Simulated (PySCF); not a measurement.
# State search for MgSi

Unrestricted PBE0; basis Mg def2-TZVP, Si def2-TZVP; no relativity; PySCF 2.14. Outer shells of the fragments: Mg 3s2; Si 3s2 3p2.

Followed along the bond (rough minima from three points):

| 2Ms+1 | unpaired | ⟨S²⟩ at the start | R at minimum (Å) | Te (eV) |
| --- | --- | --- | --- | --- |
| 3 | π ↑↑ | 2.19 | 2.55 | 0.00 |
| 1 | π ↑↓ | 1.01 | 2.55 | 0.28 |
| 3 | σ ↑, π ↑ | 2.01 | 2.82 | 0.71 |
| 1 | σ ↓, π ↑ | 1.02 | 2.77 | 0.79 |
| 1 | none | 0.00 | 2.54 | 1.12 |

Solutions found at the starting distance of 2.470 Å, counted from the lowest of them; the search is not exhaustive and high or unbound solutions are not listed, so other states can lie among these:

| 2Ms+1 | unpaired | term | E (eV) | ⟨S²⟩ | ⟨Lz²⟩ | μ (D) |
| --- | --- | --- | --- | --- | --- | --- |
| 3 | π ↑↑ | ³Σ⁻ | 0.00 | 2.19 | 0.00 | -3.37 |
| 1 | π ↑↓ | mixed | 0.27 | 1.01 | 2.03 | -3.66 |
| 3 | σ ↑, π ↑ | ³Π | 0.91 | 2.01 | 1.01 | -0.33 |
| 1 | σ ↓, π ↑ | mixed | 0.98 | 1.02 | 1.01 | -0.40 |
| 1 | none | mixed | 1.12 | 0.00 | 2.01 | -3.61 |
| 3 | σ ↑↑, π ↑↓ | mixed | 1.55 | 3.02 | 2.03 | -1.78 |
| 1 | σ ↓↓, π ↑↑ | mixed | 1.66 | 2.02 | 0.00 | -1.96 |
| 3 | σ ↑, π ↑ | ³Π | 2.26 | 2.02 | 1.05 | -4.80 |
| 1 | σ ↓, π ↑ | mixed | 2.45 | 1.08 | 1.01 | -4.47 |
| 3 | π ↑↑ | mixed | 3.05 | 2.06 | 2.02 | -0.19 |

A term symbol is given only where ⟨S²⟩ and ⟨Lz²⟩ are close to those of a pure state; real π, δ and φ orbitals otherwise mix terms. A positive dipole means Mg(−)Si(+).
